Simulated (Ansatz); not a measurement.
## Cubic perovskite SrTiO₃ (cubic form, which distorts at low temperature)

These are LDA in Ansatz (PAW) values and carry that method's errors.

Numerical settings: plane-wave cutoff 500 eV, 10×10×10 k mesh, gaussian smearing 0.02 eV, no spin polarisation, scalar-relativistic PAW data made under PBE.

Cell: relaxed at this level.

```
Item                                                 Result
------------------------------  ---------------------------
equilibrium volume per atom                   11.45 Å³/atom
equilibrium lattice constant a                      3.854 Å
band gap                        1.85 eV (on the SCF k mesh)
```

Measured, for comparison: band gap 3.59 eV (zero-point renormalisation of 336 meV (experimental, the table's column) added back here, indirect; inputs from Miglio et al. (2020), arXiv:2011.12765); equilibrium volume per atom 11.77 Å³/atom, lattice constant a 3.89 Å (0 K, cubic phase extrapolated to 0 K; as tabulated in Bilc et al. (2008), arXiv:0805.0753). Computed (rounded) less measured: equilibrium volume per atom -2.7 %, lattice constant a -0.9 %.

Note: the relaxation could not lower the start's symmetry, so the cell can be a saddle point above a distorted one.

Spin–orbit coupling is not included.

Ansatz is a quantum-chemistry and plane-wave program.
